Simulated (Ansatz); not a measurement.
`C=COCCCl` and `FCOCCCl` differ in one atom or group.

Ansatz, PBE0-D4/def2-TZVP geometries, multiplicity 1. Each molecule was computed in one conformer, which needn't be the lowest.

| property | `C=COCCCl` |
| --- | --- |
| HOMO energy (B3LYP/def2-TZVPP) / eV | -6.76 |
| HOMO energy (ωB97M-V/def2-TZVPP) / eV | -9.24 |
| LUMO energy (B3LYP/def2-TZVPP) / eV | 0.41 |
| LUMO energy (ωB97M-V/def2-TZVPP) / eV | 2.59 |
| size of the dipole moment (B3LYP/def2-TZVPP) / D | 1.04 |
| HOMO–LUMO gap (PBE/def2-TZVPP) / eV | 5.33 |

Question: Give the same properties after the change, and the shifts. (An estimate is asked.)

Answer: Ansatz gave: 
| property | `FCOCCCl` | shift |
| --- | --- | --- |
| HOMO energy (B3LYP/def2-TZVPP) / eV | -8.19 | -1.43 |
| HOMO energy (ωB97M-V/def2-TZVPP) / eV | -10.78 | -1.54 |
| LUMO energy (B3LYP/def2-TZVPP) / eV | 0.48 | 0.07 |
| LUMO energy (ωB97M-V/def2-TZVPP) / eV | 2.60 | 0.01 |
| size of the dipole moment (B3LYP/def2-TZVPP) / D | 1.11 | 0.07 |
| HOMO–LUMO gap (PBE/def2-TZVPP) / eV | 6.63 | 1.30 |

With PBE0 the HOMO falls by 1.47 eV and the LUMO rises by 0.11 eV, so the gap widens by about 1.58 eV. PBE moves the HOMO by -1.19 eV and ωB97M-V by -1.54 eV. Dipoles are sizes alone; their direction can turn.

B3LYP here is the variant with VWN-RPA as its local correlation; programs differ in this.
